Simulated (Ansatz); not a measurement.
**BPHO+ (triplet): from Hartree-Fock to the top rungs, def2-QZVPP**

The task here is to estimate one member of a computed series from the others.

Computed with Ansatz 0.2.0, Gaussian basis. Level: def2-QZVPP, core rule «outside noble gas», up to 7 orbitals frozen.

Plan: UHF; ROHF; CCSD(T) on UHF.

7 further runs of the same task are left out: 1 that didn't finish, 6 set aside as unsound or not needed.

## The system

The geometry is a PBE0/def2-TZVP stationary point (not a proven minimum) of the parent state, kept for this charge and spin.

4 atoms, charge 1, spin multiplicity 3.

Atoms are counted from 1 here; the program's logs count them from 0.

Bond lengths: O1–B2 1.313 Å, O1–H4 0.963 Å, B2–P3 1.737 Å. Angles: B2–O1–H4 117.1°, O1–B2–P3 177.9°.

The first run:

in.yaml reads:

```yaml
crystal:
  periodic: [false, false, false]
  atoms:
    - {symbol: O, position_ang: [0.000010, -0.253523, 0.967945]}
    - {symbol: B, position_ang: [-0.000021, -0.179739, -0.342663]}
    - {symbol: P, position_ang: [0.000006, -0.144524, -2.078829]}
    - {symbol: H, position_ang: [0.000006, 0.577785, 1.453547]}
basis:
  gaussian: {orbitals: "def2-QZVPP.json"}
total_charge: 1
magnetization: {spin_polarized: true, initial_magnetization: 2}
hamiltonian: {xc: hf}
output: {orbitals: {seedname: orbitals}}
```

Command:

```sh
$ ansatz run in.yaml --threads 1 --pin off --events-out ev --progress --plain --max-ram 2393MiB
```

Steps of the session up to this table: UHF; ROHF; CCSD(T) on UHF.

One table of the session follows, with a row left open; its other results are not shown here.

```
  method  from UCCSD(T) (meV)
    ROHF             +12948.7
     UHF                    ?
    UMP2              +1107.1
   UCCSD               +548.8
UCCSD(T)                    0
```

**Question.** Estimate the row for UHF.

The run gave: from UCCSD(T) (meV): +12777.9. In the column «from UCCSD(T) (meV)» it lies between UMP2 (+1107.1) and ROHF (+12948.7).
